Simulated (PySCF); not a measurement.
Numbering as in the mapped SMILES `[CH3:1][CH2:2][C:3](=[O:4])[Cl:5]`. Hydrogens are named by the atom that carries them.

GIAO shifts from PySCF 2.14 on PBE0-D3(BJ)/def2-TZVP geometries (one conformer, non-relativistic, equivalent nuclei averaged), against TMS at the same level and in the same medium; PCM means IEF-PCM chloroform.

Measured (solution, not stated per compound (mostly CDCl3 or CCl4); Pretsch, Buehlmann, Badertscher, Structure Determination of Organic Compounds, 4th ed. (2009)): C2 41.0, C1 9.3, H(C2) 2.93, H(C1) 1.24 ppm.

Q: Which unscaled values do B97-2/pcSseg-2, gas; WP04/pcSseg-2, PCM; wB97X-D/pcSseg-2, PCM give, and how close are they?

A: 
```csv
atoms,measured,"B97-2/pcSseg-2, gas","WP04/pcSseg-2, PCM","wB97X-D/pcSseg-2, PCM"
C2,41.0,44.9,48.9,46.9
C1,9.3,11.7,14.0,11.5
H(C2),2.93,2.97,3.16,3.12
H(C1),1.24,1.09,1.18,1.11
```

Mean absolute error for ¹³C: B97-2/pcSseg-2, gas 3.1, WP04/pcSseg-2, PCM 6.3, wB97X-D/pcSseg-2, PCM 4.0 ppm.

Mean absolute error for ¹H: B97-2/pcSseg-2, gas 0.09, WP04/pcSseg-2, PCM 0.15, wB97X-D/pcSseg-2, PCM 0.16 ppm.

Carbons that carry Cl, above all several Cl atoms, come out too deshielded, partly because spin–orbit coupling is missing.
